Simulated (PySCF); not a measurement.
## Electron affinity of B by level of theory

B⁻ [He] 2s2 2p2 (3P) → B [He] 2s2 2p1 (2P), as a difference of total energies. Computed with PySCF 2.14 in x2c-TZVPPall with one added diffuse shell each of s, p, d type (6s4p3d1f, 40 functions), with scalar relativity by spin-free X2C-1e. Correlated levels: valence and next inner shell: nothing frozen. The calculations carry no spin-orbit coupling.

```
                                method  electron affinity (eV)
                                   UHF                  -0.308
    MP2 (valence and next inner shell)                   0.189
SCS-MP2 (valence and next inner shell)                   0.044
   CCSD (valence and next inner shell)                   0.156
CCSD(T) (valence and next inner shell)                   0.213
```

Errors of the correlated levels include the incompleteness of this basis.

A negative affinity means that the anion lies above the atom at that level of theory.

For comparison: 0.280 eV (measured; photodetachment measurements, as compiled on the Wikipedia data page of electron affinities).
